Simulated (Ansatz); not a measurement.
Two shapes of singlet C₃H₄.

Shape 1:

```xyz
7

C     0.0004    0.0016   -1.3110
C     0.0000    0.0007    0.0045
C    -0.0011   -0.0006    1.3054
H    -0.0003   -0.9379   -1.8752
H     0.0003    0.9362   -1.8747
H    -0.9371   -0.0003    1.8760
H     0.9377    0.0003    1.8750
```

Shape 2:

```xyz
7

C     0.0000    0.0000   -1.2031
C     0.0000    0.0000    0.0000
C     0.0000    0.0000    1.2031
H     0.0000   -0.8618   -1.7249
H     0.0000    0.8618   -1.7249
H    -0.8618    0.0000    1.7249
H     0.8618    0.0000    1.7249
```

Basis set: cc-pVDZ (spherical functions). Correlated methods keep 3 orbitals frozen. Charge 0, multiplicity 1.

Computed with Ansatz (development build ahead of 0.2.0); each method stands on the lowest determinant of its kind that the runs found.

(1) Which shape is lower in energy, and by how much in each method?

Answers

(1)

| method | E(2) − E(1) (eV) |
| --- | --- |
| RHF | 1.373 |
| RHF-MP2 | 1.839 |

Shape 1 is lower. Caution: no unrestricted run beside it, a lower state can exist.
